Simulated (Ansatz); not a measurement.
Worked example: H$_{2}$Si–Si, triplet against H2Si–Si, singlet

Geometry (PBE0/def2-TZVP stationary point of a singlet), kept for both states (H2Si–Si, singlet: A1; H2Si–Si, triplet: A2):

```xyz
4

Si    0.0000    0.0000    1.0300
Si    0.0000    0.0000   -1.1633
H     0.0000    1.2361    1.8580
H     0.0000   -1.2361    1.8580
```

Basis 6-31G; Ansatz 0.2.0. Correlated methods freeze the noble-gas cores. R marks a restricted (for open shells ROHF) determinant.

Full CI is exact within this basis and frozen core; it isn't the basis-set limit.

```csv
level,"E(H2Si–Si, singlet) (hartree)","E(H2Si–Si, triplet) (hartree)"
RCCSD(T),-578.964837,-578.940786
PBE,-579.714729,-579.694443
PBE0,-579.762227,-579.746408
full CI,-578.965977,-578.941678
```

Q: Give the vertical gap, H2Si–Si triplet less H2Si–Si singlet, at each level in eV (1 hartree = 27.2114 eV), and each error against full CI.

A: full CI: (-578.941678 − (-578.965977)) × 27.2114 = 0.661 eV (the reference)
PBE0: (-579.746408 − (-579.762227)) × 27.2114 = 0.430 eV, error -0.231 eV
PBE: (-579.694443 − (-579.714729)) × 27.2114 = 0.552 eV, error -0.109 eV
RCCSD(T): (-578.940786 − (-578.964837)) × 27.2114 = 0.654 eV, error -0.007 eV

Total energies of functionals can't be set beside those of wave-function methods, since they hold the core's correlation and their own absolute errors; only the differences compare.

The set has no polarisation functions, so the order and spacing of states can differ from the basis-set limit.

In so small a basis the reference is far from its limit while semilocal and hybrid functionals are nearer theirs, so the functionals' errors here hold much of the reference's basis and frozen-core error, which can add to them or hide them.

Each level lands on the state that its own search finds. T1 diagnostics of restricted CCSD: 0.015 and 0.018.
